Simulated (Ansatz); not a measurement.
Gas-phase electronic energies from Ansatz, PBE0-D4/def2-TZVP geometries. CCSD(T)/CBS is the MP2 limit (def2-TZVPP, def2-QZVPP) plus CCSD(T) − MP2 in def2-TZVPP, frozen cores. DFT in def2-TZVPP. One conformer a species, not always the lowest.

Consider the substitution at a C–O bond: `C=C(N)OC` + `NCS` → `CSCN` + `C=C(N)O`.

```csv
level,ΔE (kJ/mol)
BLYP-D4,-50.3
HF/def2-TZVPP,-41.0
```

Q: What does CCSD(T)/CBS give? (Best estimate.)

A: Computed: -50.6 kJ/mol. The listed levels differ from it by 0.3, 9.6 kJ/mol.

Q: What do rigid-rotor, harmonic-oscillator terms from PBE0-D4/def2-TZVP frequencies (298.15 K, 1 bar) make of the CCSD(T)/CBS value? (Best estimate.)

A: Ansatz gave: ΔZPE = +3.8 kJ/mol, ΔH = -46.7 kJ/mol, ΔS = 2 J/(mol·K), ΔG = -47.4 kJ/mol.

Largest T1 diagnostic among the species: 0.012.

In def2-TZVPP, CCSD(T) changes the Hartree–Fock value by −6.2 kJ/mol (the triples alone add −1.4 kJ/mol) and MP2 by −12.1 kJ/mol. At CCSD(T), def2-SVP lies +13.1 kJ/mol from the extrapolated value and def2-TZVPP +3.4 kJ/mol. From BLYP to BHLYP (50 % exact exchange), in def2-TZVPP and without D4, ΔE moves by +3.6 kJ/mol.
